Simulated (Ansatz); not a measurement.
```yaml
crystal:
  periodic: [false, false, false]
  atoms:
    - {symbol: Pt, position_ang: [0.004407, 0.000154, -0.134644]}
    - {symbol: F, position_ang: [-0.034974, 1.662284, 0.692792]}
    - {symbol: F, position_ang: [-0.010281, -1.663868, 0.689790]}
basis:
  gaussian: {orbitals: def2-TZVP}
hamiltonian: {xc: pbe0}
relax: {f_tol: 0.004, max_steps: 80}
```

```sh
$ ansatz run in.yaml --threads 1 --pin off --events-out ev --progress --plain --max-ram 2176MiB
```

Steps of the relaxation (energy above the last step; positions in Å, forces in eV/Å):

```
3
step 1, 11.1 meV
Pt    0.004    0.000   -0.135   -0.013    0.000    0.410
F    -0.035    1.662    0.693    0.010   -0.508   -0.206
F    -0.010   -1.664    0.690    0.003    0.508   -0.205
```

```
3
step 2, 0.3 meV
Pt    0.005    0.000   -0.141   -0.003    0.000    0.077
F    -0.035    1.640    0.696    0.002   -0.086   -0.038
F    -0.011   -1.642    0.693    0.001    0.086   -0.038
```

```
3
step 3, 0.0 meV
Pt    0.005    0.000   -0.141    0.000    0.000    0.002
F    -0.035    1.637    0.696    0.000    0.001   -0.001
F    -0.011   -1.638    0.693    0.000   -0.001   -0.001
```

Close pairs at the end: Pt1–F3 1.839 Å, Pt1–F2 1.839 Å.

A stationary point of restricted PBE0 after 3 steps (its stability towards spin polarisation wasn't tested); no frequencies were run, so it isn't proven a minimum. 18 s on 1 thread of Arm Neoverse N1, shared host.
